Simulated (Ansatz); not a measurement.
**SrTaNO2 (I4/mcm, No. 140; cell taken from a computed entry)**

Level of theory: LDA (plane waves, PAW; Ansatz, a program for electronic structure).

Settings: plane-wave cutoff 520 eV, 8×8×8 k mesh, Fermi–Dirac smearing 0.01 eV, scalar-relativistic PAW data made under PBE.

Cell (relaxed with PBEsol):

Space group I4/mcm (No. 140); a = b = 5.585 Å, c = 8.193 Å, α = β = γ = 90.00°

```
atom  site  symmetry       x       y       z
----  ----  --------  ------  ------  ------
Sr      4b      -42m  0.0000  0.5000  0.2500
Ta      4c     4/m..  0.0000  0.0000  0.0000
N       4a       422  0.0000  0.0000  0.2500
O       8h      m.2m  0.1981  0.3019  0.0000
```
(The calculation used a cell of 10 atoms; values per cell refer to that cell.)

band gap: 0.75 eV

Note: cell and atoms aren't relaxed at this level (pressure -5.0 GPa); this cell isn't known to be the ambient phase, and symmetry holds it in the calculation.

Spin–orbit coupling is not included.

Static lattice: no zero-point or thermal effects.

Computing time: roughly 60 core-seconds.
